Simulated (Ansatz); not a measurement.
Barrier from H (doublet) + HO (SMILES [OH], doublet) to the saddle point below; all geometries are those of the HTBH38 set.
```xyz
3

H      0.0000     0.0000     0.8603
O      0.0000     0.0000    -0.3290
H      0.0000     0.0000     1.7719
```
Charge 0, spin multiplicity 3.

Property: barrier height (electronic, no zero-point energy), in kcal/mol. Radicals and triplets start from unrestricted determinants; spin-orbit coupling is neglected. CBS(X,Y): correlation extrapolated as X^-3, Hartree-Fock from the larger set. A bracket is a step between two methods taken in the basis named. The functionals are non-relativistic, so their misses hold any scalar relativity. Double hybrids freeze cores in their MP2 part. 'core' is core correlation in cc-pwCVTZ, 'X2C' scalar relativity in cc-pVTZ-DK, both at CCSD(T). Where a partner has so few electrons that a lower coupled-cluster level is exact, that level stands in. The UHF reference of H2O (saddle point or complex, triplet) is spin-contaminated (<S^2> up to 0.06 over the pure value in the sets run).

Published benchmark value: 10.7 kcal/mol (Zhao et al., J. Phys. Chem. A 109, 2012 (2005), HTBH38), a best estimate, not a measurement.

Problem. How far off this value is PBE/def2-TZVPD (Ansatz, a program for electronic structure), in which direction, and which of these levels come nearer: r2SCAN/def2-TZVPD, B3LYP/def2-TZVPD, PBE0/def2-TZVPD, wB97M-V/def2-TZVPD, B2PLYP/def2-TZVPD, CCSD(T)/CBS(aug-cc-pVTZ,aug-cc-pVQZ) + core + X2C?

Solution. PBE gives 3.3 kcal/mol, 7.4 kcal/mol below it. Differences of the others: r2SCAN/def2-TZVPD (Ansatz) -7.9; B3LYP/def2-TZVPD (Ansatz) -7.0; PBE0/def2-TZVPD (Ansatz) -3.9; wB97M-V/def2-TZVPD (Ansatz) -2.0; B2PLYP/def2-TZVPD (Ansatz) -2.9; CCSD(T)/CBS(aug-cc-pVTZ,aug-cc-pVQZ) + core + X2C (Ansatz) 0.0; CCSD(T)/CBS(aug-cc-pVTZ,aug-cc-pVQZ) + [CCSDT(Q) - CCSD(T)]/aug-cc-pVTZ + [CCSDTQ - CCSDT(Q)]/aug-cc-pVDZ + core + X2C (Ansatz) -0.2 kcal/mol. Nearer than PBE: B3LYP/def2-TZVPD, PBE0/def2-TZVPD, wB97M-V/def2-TZVPD, B2PLYP/def2-TZVPD, CCSD(T)/CBS(aug-cc-pVTZ,aug-cc-pVQZ) + core + X2C, CCSD(T)/CBS(aug-cc-pVTZ,aug-cc-pVQZ) + [CCSDT(Q) - CCSD(T)]/aug-cc-pVTZ + [CCSDTQ - CCSDT(Q)]/aug-cc-pVDZ + core + X2C.
